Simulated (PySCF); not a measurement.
Basis-set dependence of excited states

Compound: C5H9N.
SMILES: `CC(C)(C)C#N`

TDDFT with PBE0 (PySCF), vertical singlets, core orbitals frozen in the response, spherical d and f functions. Isolated species at its PBE0-D3(BJ)/def2-SVP geometry, gas phase.

| basis | functions | diffuse | S1 (eV) | S2 (eV) | S3 (eV) | S4 (eV) | S5 (eV) | LUMO (eV) | α (au) |
| --- | --- | --- | --- | --- | --- | --- | --- | --- | --- |
| 6-31G* | 102 | no | 7.80 | 8.19 | 8.19 | 9.32 | 9.32 | 1.43 | 54.6 |
| 6-31+G* | 126 | yes | 7.74 | 8.09 | 8.09 | 8.27 | 8.28 | 0.12 | 61.7 |
| def2-SVP | 129 | no | 7.83 | 8.22 | 8.22 | 9.22 | 9.22 | 1.24 | 56.2 |
| def2-SVPD | 192 | yes | 7.76 | 8.12 | 8.12 | 8.52 | 8.53 | 0.37 | 64.6 |
| aug-cc-pVDZ | 219 | yes | 7.71 | 7.97 | 7.98 | 8.05 | 8.05 | -0.28 | 66.3 |
| def2-TZVP | 240 | no | 7.74 | 8.08 | 8.08 | 8.66 | 8.67 | 0.65 | 63.4 |

Problem. How much do these states and the polarisability depend on the basis?

Solution. States are compared by their number. Against the largest diffuse basis here (aug-cc-pVDZ, itself not a converged limit), sets without diffuse functions differ by up to 0.12 eV in S1 and 1.27 eV in S5; the smaller diffuse sets differ by up to 0.05 and 0.48 eV. State by state, the largest deviation of a set without diffuse functions is S1 0.12, S2 0.24, S3 0.24, S4 1.27, S5 1.27 eV. The same number needn't mean the same state in each row. Against aug-cc-pVDZ the polarisability deviates by -18% in 6-31G*, -7% in 6-31+G*, -15% in def2-SVP, -3% in def2-SVPD, -4% in def2-TZVP. A single + in a Pople set puts diffuse functions on heavy atoms only.
